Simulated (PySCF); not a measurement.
Species: C₄H₅N.
Structure used (PBE0-D3(BJ)/def2-SVP), in Å, numbered top down from 1:
```
atom  x, y, z in Å
C1    -0.3579    0.4759   -0.5822
C2    -1.7211    0.0730   -0.6047
C3    -1.7412   -1.3047   -0.5443
N4    -0.4468   -1.7377   -0.4871
C5     0.4058   -0.6704   -0.5101
H6     0.0242    1.4941   -0.6172
H7    -2.5941    0.7205   -0.6600
H8    -2.5736   -2.0053   -0.5388
H9    -0.1621   -2.7044   -0.4242
H10    1.4843   -0.8063   -0.4737
```

Method used: PBE0-D3(BJ)/def2-SVP geometry optimisation, gas phase in PySCF 2.14.0.

Take the most abundant isotopes and a rigid rotor. 

(1) What are A, B and C (cm⁻¹)?

(2) Classify the top.

(3) Is it planar, by Δ = Ic − Ia − Ib?

(4) Where do the levels up to J = 2 lie, in MHz?

(5) Which types of transition are allowed, and where do some lines up to J = 2 fall?

(6) Estimate the classical rotational partition function at 10 K, 25 K and 200 K.

## Answers

(1) Ia = 54.99, Ib = 56.03, Ic = 111.01 u·Å²; 505379 MHz·u·Å²/I gives 9191, 9020 and 4552 MHz, that is A = 0.30657, B = 0.30089, C = 0.15185 cm⁻¹.

(2) A near-oblate asymmetric top; Ray's κ = 0.927.

(3) Planar: Δ = Ic − Ia − Ib = 0.00 u·Å². For a rigid frame Δ = −2 Σ m c², so it vanishes when all atoms lie in the ab plane; here none is more than 0.01 Å from it.

(4) Above 0(0,0):
J = 1: 1(0,1) 13573, 1(1,1) 13743, 1(1,0) 18211
J = 2: 2(0,2) 36416, 2(1,2) 36421, 2(1,1) 49824, 2(2,1) 50336, 2(2,0) 54638

(5) The dipole components are |μa| = 2.05 D, |μb| = 0.00 D, |μc| = 0.00 D; the symmetry axis of this C2v structure is a, so μb and μc vanish by symmetry and there are no b-type or c-type lines. Some lines, for components of 0.1 D or more:

```json
{"type": "a", "branch": "Q", "J(Ka,Kc)": "2(2,0) ← 2(2,1)", "MHz": "4302", "lower level (cm⁻¹)": "1.679"}
{"type": "a", "branch": "Q", "J(Ka,Kc)": "1(1,0) ← 1(1,1)", "MHz": "4468", "lower level (cm⁻¹)": "0.458"}
{"type": "a", "branch": "Q", "J(Ka,Kc)": "2(1,1) ← 2(1,2)", "MHz": "13404", "lower level (cm⁻¹)": "1.215"}
{"type": "a", "branch": "R", "J(Ka,Kc)": "1(0,1) ← 0(0,0)", "MHz": "13573", "lower level (cm⁻¹)": "0.000"}
{"type": "a", "branch": "R", "J(Ka,Kc)": "2(1,2) ← 1(1,1)", "MHz": "22677", "lower level (cm⁻¹)": "0.458"}
{"type": "a", "branch": "R", "J(Ka,Kc)": "2(0,2) ← 1(0,1)", "MHz": "22843", "lower level (cm⁻¹)": "0.453"}
{"type": "a", "branch": "R", "J(Ka,Kc)": "2(1,1) ← 1(1,0)", "MHz": "31613", "lower level (cm⁻¹)": "0.607"}
```

(6) Point group C2v, symmetry number σ = 2; q = (√π/σ)·√((kT/h)³/(ABC)), k/h = 20836.6 MHz/K: 137 at 10 K, 542 at 25 K, 12300 at 200 K.

Not checked by PBE0-D3(BJ)/def2-SVP frequencies. No vibrational averaging or centrifugal distortion is included, and the geometry carries the error of its method. Quadrupole hyperfine structure (14N) is left out.
